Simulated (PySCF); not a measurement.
# F3NS: core ionisation energies

F3NS.
SMILES with atom numbers: `[N:1]#[S:2]([F:3])([F:4])[F:5]`

Cartesian coordinates in Å at the PBE0-D3(BJ)/def2-SVP level; atoms count from 1:
```xyz
5
F3NS angstrom
N     -1.6712    0.4056   -0.0410
S     -1.3903    0.5041   -1.4315
F     -0.2847   -0.3780   -2.1594
F     -2.4750    0.2237   -2.5601
F     -0.8965    1.8466   -2.1276
```

Computed with delta-SCF UKS SCAN, pcX-2 on the ionised atom, pcseg-1 elsewhere, spin-free X2C in PySCF 2.14.0. Each binding energy is the total energy of the core-ionised species, with the hole localised on one atom, minus that of the ground state; both are solved self-consistently, so orbital relaxation is included.

Q: List the computed XPS lines with their assignment.

A: 
```tsv
atom(s)	environment	level	binding energy (eV)	count
N1	nitrogen bonded to S	N 1s	406.48	1
S2	sulfur bonded to 3 F and N	S 1s	2486.00	1
F3/F4/F5	sulfur-bound fluorine	F 1s	694.67	3
```

Q: Which effective nuclear charge Zeff reproduces each element's mean 1s value in the hydrogen-like formula E = 13.606 eV × Zeff²?

A: N (Z = 7): mean 406.5 eV, Zeff = 5.47, Z − Zeff = 1.53; F (Z = 9): mean 694.7 eV, Zeff = 7.15, Z − Zeff = 1.85; S (Z = 16): mean 2486.0 eV, Zeff = 13.52, Z − Zeff = 2.48. Means run over the listed sites, weighted by atom count.

Q: Which photon energy gives electrons from N 1s of N1 a kinetic energy of 100 eV, and what is their de Broglie wavelength?

A: hν = 406.48 + 100 = 506.48 eV, recoil neglected; λ = 12.264 Å/√(E/eV) = 1.23 Å.

The first atom of each set that the bonding makes equivalent was ionised and stands for the set. Not every level is listed. Isolated species at its PBE0-D3(BJ)/def2-SVP geometry, gas phase.
